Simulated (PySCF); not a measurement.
**input.py for CF**

The script input.py:

```python
from pyscf import gto, dft

mol = gto.M(
    atom='C 0 0 0; F 0 0 1.252',
    basis='cc-pcvdz',
    charge=0,
    spin=1,
    verbose=3,
)
mf = dft.ROKS(mol, xc='b3pw91')
mf.kernel()
mf.dip_moment()
print('orbital energies (hartree):', mf.mo_energy[..., max(0, mol.nelec[1]-3):mol.nelec[0]+3].round(4))
```

```bash
$ python input.py
```

It prints:

```
converged SCF energy = -137.732344653474
Dipole moment(X, Y, Z, Debye): -0.00000,  0.00000,  0.91509
orbital energies (hartree): [-0.5473 -0.5418 -0.3902 -0.116  -0.0886  0.1859  0.4781]
```

In short: E(SCF) = -137.732345 Eh, μz(SCF) = 0.92 D.

Wall time 1.7 s on one thread of a shared host.

The bond length is a typed value, not an optimised one. No search for the lowest solution was made.
